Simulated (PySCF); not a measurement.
HNO.
Cartesian coordinates in Å at the PBE0-D3(BJ)/def2-SVP level; atoms count from 1:
```
atom  x, y, z in Å
N1    -0.062    0.400    0.043
O2     0.942   -0.233   -0.021
H3    -0.898   -0.263   -0.043
```

The calculation used TDDFT PBE0/def2-SVPD, vertical, gas phase, core orbitals frozen in the response (PySCF 2.14.0, density-fitted response routines).

Ground-to-excited transition dipoles (e·a0, same axes as the geometry; the sign carries no meaning), for the states with f of 0.002 or more among the lowest 10:

```tsv
state	E (eV)	μx	μy	μz
S2	6.648	-0.630	-0.276	-0.039
S4	8.473	0.272	0.269	0.034
S6	9.001	-0.376	0.366	0.039
S7	9.736	-0.001	-0.012	0.105
S8	10.086	-0.090	0.145	0.016
S9	10.684	-0.510	0.276	0.027
S10	11.337	0.518	0.057	0.007
```

What oscillator strength does each state have?

f = (2/3) ΔE |μ|² with ΔE in hartree (27.2114 eV).

| state | \|μ\|² (au) | \|μ\| (D) | f |
| --- | --- | --- | --- |
| S2 | 0.475 | 1.75 | 0.077 |
| S4 | 0.148 | 0.98 | 0.031 |
| S6 | 0.277 | 1.34 | 0.061 |
| S7 | 0.011 | 0.27 | 0.003 |
| S8 | 0.030 | 0.44 | 0.007 |
| S9 | 0.337 | 1.48 | 0.088 |
| S10 | 0.272 | 1.33 | 0.076 |

What is the point group, and which symmetry does each of these states have?

Cs. From a totally symmetric ground state, an allowed state transforms like the component of the dipole operator along its μ. Polarised normal to the mirror plane, so A″: S7. Polarised in the mirror plane, so A′: S2, S4, S6, S8, S9 and S10.

What angle do the transition dipoles of S2 and S9 make?

|cos θ| = |μa·μb| / (|μa| |μb|) = 0.61, so θ ≈ 52° (taken between 0 and 90°, since the signs are arbitrary).

How is the summed strength of these states shared among x, y and z?

(2/3) Σ ΔE μα² gives 0.256 for x, 0.083 for y and 0.004 for z, 0.343 in all.

What peak molar absorption coefficient would the strongest computed level give as a lone Gaussian band 0.5 eV wide at half height?

ε(max) = 2.175×10⁸ f / FWHM, with the width in cm⁻¹. S9: 2.175×10⁸ × 0.0882 / 4033 ≈ 4800 L mol⁻¹ cm⁻¹.

From S9 up the states lie above the vertical ionisation energy of 10.47 eV (ΔSCF), that is within the continuum, which a finite basis only mimics.
